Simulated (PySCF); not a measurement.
**Simulated absorption spectrum**

C₅H₁₁P.
SMILES with atom numbers: `[CH3:1]/[CH:2]=[CH:3]\[PH:4][CH2:5][CH3:6]` (hydrogens: H7, H8, H9 on C1; H10 on C2; H11 on C3; H12 on P4; H13, H14 on C5; H15, H16, H17 on C6)

The calculation used TDDFT B3LYP/def2-SVPD, vertical, gas phase, core orbitals frozen in the response in PySCF. The structure is a single PBE0-D3(BJ)/def2-SVP conformer in the gas phase; no vibrational or solvent corrections.

Each state is given a Gaussian of 0.4 eV full width at half maximum, with ε(max) = 2.175×10⁸ f / Δν̃ (Δν̃ the width in cm⁻¹). The width is an assumption, not a result. The curve ends short of the highest state used, and states not computed would add to its high-energy end.

| λ (nm) | ε (L mol⁻¹ cm⁻¹) |
| --- | --- |
| 183.1 | 6253 |
| 185.7 | 4930 |
| 188.3 | 4159 |
| 191.0 | 3323 |
| 193.6 | 2652 |
| 196.2 | 2325 |
| 198.9 | 2200 |
| 201.5 | 2103 |
| 204.1 | 2142 |
| 206.8 | 2644 |
| 209.4 | 3697 |
| 212.0 | 5066 |
| 214.7 | 6374 |
| 217.3 | 7304 |
| 220.0 | 8092 |
| 222.6 | 8967 |
| 225.2 | 9972 |
| 227.9 | 10759 |
| 230.5 | 10770 |
| 233.1 | 9815 |
| 235.8 | 7994 |
| 238.4 | 5904 |
| 241.0 | 3945 |
| 243.7 | 2346 |
| 246.3 | 1298 |
| 248.9 | 660 |
| 251.6 | 301 |
| 254.2 | 131 |
| 256.8 | 53 |
| 259.5 | 20 |

Problem. Where are the band maxima, and which computed states make them?

Solution. 229 nm (5.41 eV), ε about 11000, made up of S1 (92%) (ε in L mol⁻¹ cm⁻¹; maxima over ε = 5, shares over 10%). At its high-energy end, 6.77 eV, the curve is still rising (ε about 6200, from S6, S7 and S8). The states used: S1 5.38 eV (f 0.150); S2 5.73 eV (f 0.082); S3 5.81 eV (f 0.0048); S4 6.22 eV (f 0.027); S5 6.57 eV (f 0.011); S6 6.63 eV (f 0.043); S7 6.93 eV (f 0.023); S8 7.06 eV (f 0.169); S9 7.29 eV (f 0.016); S10 7.37 eV (f 0.0012).

Problem. What would ε be at 5.41 eV, the highest of these maxima, with half the width (0.2 eV)?

Solution. About 18900 L mol⁻¹ cm⁻¹ against 10900, a factor of about 1.7; a lone state at its own centre would give exactly 2.

Problem. Coming from long wavelengths, where does ε first pass 100 L mol⁻¹ cm⁻¹?

Solution. At about 255 nm (4.86 eV), 0.52 eV below S1.

Problem. On this curve, what absorbance would a 10⁻⁴ mol/L sample give at 254 nm over a 1 cm path?

Solution. 254 nm is 4.881 eV, where ε is about 140 L mol⁻¹ cm⁻¹, so A = ε c l ≈ 0.014 (Beer–Lambert, with the gas-phase spectrum and the assumed width).

The vertical ionisation energy (ΔSCF) is 8.13 eV, 0.76 eV above S10.

Hardware: Arm Neoverse V2, one thread (shared host). Cost: 54 s wall, 0.92 GiB resident at most.
